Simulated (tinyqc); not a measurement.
Extended Hueckel theory, for CO, step by step. One step of it, computed by the program tinyqc.

Problem. Wolfsberg-Helmholz matrix. H_ij = K' S_ij (H_ii + H_jj)/2 for i != j (the diagonal keeps H_ii), with K' = 1.75.

overlap S, lower triangle:
```
            1C 2s    1C 2px    1C 2py     1C 2pz     2O 2s    2O 2px    2O 2py    2O 2pz
1C 2s    1.000000
1C 2px   0.000000  1.000000
1C 2py   0.000000  0.000000  1.000000
1C 2pz   0.000000  0.000000  0.000000   1.000000
2O 2s    0.415570  0.000000  0.000000   0.493867  1.000000
2O 2px   0.000000  0.249521  0.000000   0.000000  0.000000  1.000000
2O 2py   0.000000  0.000000  0.249521   0.000000  0.000000  0.000000  1.000000
2O 2pz  -0.327320  0.000000  0.000000  -0.299395  0.000000  0.000000  0.000000  1.000000
```

diagonal H_ii (eV): 1C 2s -21.400000, 1C 2px -11.400000, 1C 2py -11.400000, 1C 2pz -11.400000, 2O 2s -32.300000, 2O 2px -14.800000, 2O 2py -14.800000, 2O 2pz -14.800000

K = 1.750000

Give: H.

Solution.

H (eV), lower triangle:
```
           1C 2s    1C 2px    1C 2py    1C 2pz     2O 2s    2O 2px    2O 2py    2O 2pz
1C 2s   -21.4000
1C 2px    0.0000  -11.4000
1C 2py    0.0000    0.0000  -11.4000
1C 2pz    0.0000    0.0000    0.0000  -11.4000
2O 2s   -19.5266    0.0000    0.0000  -18.8842  -32.3000
2O 2px    0.0000   -5.7203    0.0000    0.0000    0.0000  -14.8000
2O 2py    0.0000    0.0000   -5.7203    0.0000    0.0000    0.0000  -14.8000
2O 2pz   10.3679    0.0000    0.0000    6.8636    0.0000    0.0000    0.0000  -14.8000
```
